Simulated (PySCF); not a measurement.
Gas-phase reaction: 3 AlOH + 4 ClO + 2 HCl ⇌ 3 AlCl2OH + 2 HO2

Method: PySCF energies (xtb for GFN2) plus ideal-gas RRHO corrections (1 bar). S°(298 K) at PBE0/def2-TZVP differs from the NASA 1993 table for AlOH (+24 J/mol/K); whether the harmonic model or the table's entry is off was not settled. † marks an energy on the PBE0/def2-TZVP geometry and frequencies; other levels use their own. Open shells (unrestricted): ClO (multiplicity 2, electronic degeneracy 4), HO2 (multiplicity 2); the rest are closed-shell singlets. GFN2 has no spin-polarisation term. Spin-orbit splitting is ignored; it lowers the true energy and changes the entropy of ClO. B3LYP is the form with VWN-RPA correlation. AlCl2OH: computed as isolated molecules; such fragments, hydroxides, amides, oligomers or adducts are transient or little studied in the gas. The harmonic model lacks anharmonicity and excited electronic states, which grow with temperature; levels with a mode under 35 cm⁻¹ are left out. Soft modes under 120 cm⁻¹ make the harmonic entropy rough for AlOH. Warning, point group unlike the PBE0 one: AlCl2OH (GFN2-xTB).

```tsv
level	ΔE electronic, kJ	ΔH°(298 K), kJ	ΔS°(298 K), J/K	ΔG°(1200 K), kJ
B3LYP/def2-TZVP†	-1773	-1731	-576	-1039
BLYP/def2-TZVP†	-1672	-1630	-576	-939
GFN2-xTB	-2014	-1981	-502	-1391
M06-2X/def2-TZVP†	-1896	-1854	-576	-1162
PBE0/def2-QZVP†	-1843	-1801	-576	-1110
PBE0/def2-TZVP	-1850	-1808	-576	-1116
r2SCAN/def2-TZVP†	-1908	-1867	-576	-1175
LDA/def2-TZVP†	-1871	-1830	-576	-1138
ωB97M-V/def2-TZVP†	-1861	-1819	-576	-1127
ωB97X-V/def2-TZVP†	-1904	-1862	-576	-1171
```
ΔH° is lowest at GFN2-xTB and highest at BLYP/def2-TZVP†. No reference value is set beside these.
